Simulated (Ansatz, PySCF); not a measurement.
Reaction: H2S (sulfane, SMILES S) → H2S+ (parent SMILES S, doublet) + e-
Each species at its own B3LYP-D3(BJ)/def2-TZVP minimum (Ansatz, a first-principles code).

Total energies in hartree (Ansatz). Open shells are spin-unrestricted; no spin-orbit coupling. Cores are frozen in correlated methods. No relativity.

```csv
species,HF/cc-pV(T+d)Z,CCSD(T)/cc-pV(T+d)Z,HF/cc-pV(Q+d)Z,CCSD(T)/cc-pV(Q+d)Z,CCSDT(Q)/cc-pV(Q+d)Z
"1: H2S (sulfane, SMILES S)",-398.71493,-398.93816,-398.71899,-398.95726,-398.95839
"2: H2S+ (parent SMILES S, doublet)",-398.37672,-398.55972,-398.38059,-398.57449,-398.57558
```

Task: Work out the adiabatic ionisation energy (0 K, zero-point energies from PySCF's Hessians at B3LYP-D3(BJ)/def2-TZVP) in eV: take Hartree-Fock from cc-pV(Q+d)Z, extrapolate the CCSD(T) correlation energy as X^-3 (X = 3, 4), and add CCSDT(Q) - CCSD(T) in cc-pV(Q+d)Z. The further terms named in the bracket sum to -0.00066 hartree. 1 hartree = 27.211 eV.

Result: 
Species 1: correlation (64·(-0.23827) - 27·(-0.22323))/37 = -0.24925; step -0.00113; E1 = -398.71899 + (-0.24925) + (-0.00113) = -398.96937
Species 2: correlation (64·(-0.19390) - 27·(-0.18300))/37 = -0.20185; step -0.00109; E2 = -398.38059 + (-0.20185) + (-0.00109) = -398.58353
-1·E1 +1·E2 -0.00066 = 0.38518 hartree = 10.48 eV. Measured: 10.46 eV (CCCBDB table in ASE). The composite differs from it by +0.02 eV; core, relativistic and spin-orbit terms are not in it.
